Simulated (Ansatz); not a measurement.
## CH5Al (AlH2Me): the electronic atomisation energy, rung by rung

CH5Al has 7 atoms, charge 0, and is taken as a singlet. As SMILES, `[H][Al]([H])[CH3]`. The shape comes from GFN2-xTB, which is rough for such elements, and wasn't checked as a minimum.

| atom | x (Å) | y (Å) | z (Å) |
| --- | --- | --- | --- |
| Al | 0.5322 | 0.9260 | -0.0028 |
| H | 2.0796 | 1.0307 | 0.0395 |
| H | -0.1571 | 2.3156 | -0.0328 |
| C | -0.4568 | -0.7945 | -0.0027 |
| H | -0.5786 | -1.2238 | -1.0051 |
| H | -1.4692 | -0.6903 | 0.4088 |
| H | 0.0499 | -1.5636 | 0.5952 |

Quantity: the electronic atomisation energy, in eV. The values are calculated. Electronic energies at fixed atoms, without zero-point motion or spin-orbit coupling.

| level | kind | program | value (eV) | less FCI/STO-3G |
| --- | --- | --- | --- | --- |
| HF/STO-3G | Hartree–Fock | Ansatz | 25.34 | -1.96 |
| revPBE/STO-3G | GGA | Ansatz | 30.40 | +3.10 |
| r2SCAN/STO-3G | meta-GGA | Ansatz | 30.81 | +3.51 |
| r2SCAN0/STO-3G | hybrid meta-GGA | Ansatz | 30.50 | +3.20 |
| CAM-B3LYP/STO-3G | range-separated hybrid | Ansatz | 30.96 | +3.66 |
| B2PLYP/STO-3G | double hybrid | Ansatz | 29.48 | +2.18 |
| BCCD(T)/STO-3G | coupled cluster or CI | Ansatz | 27.29 | -0.01 |
| CCSD/STO-3G | coupled cluster or CI | Ansatz | 27.27 | -0.03 |
| FCI/STO-3G | exact in the basis | Ansatz | 27.30 | 0.00 |

FCI/STO-3G is exact within its basis and frozen core, so for wave-function methods in that basis the difference is their error; functionals converge differently with the basis, so for them it is only a difference. The values span 25.34 to 30.96 eV. All rows use very small basis sets, so even the best lies far from the true value.
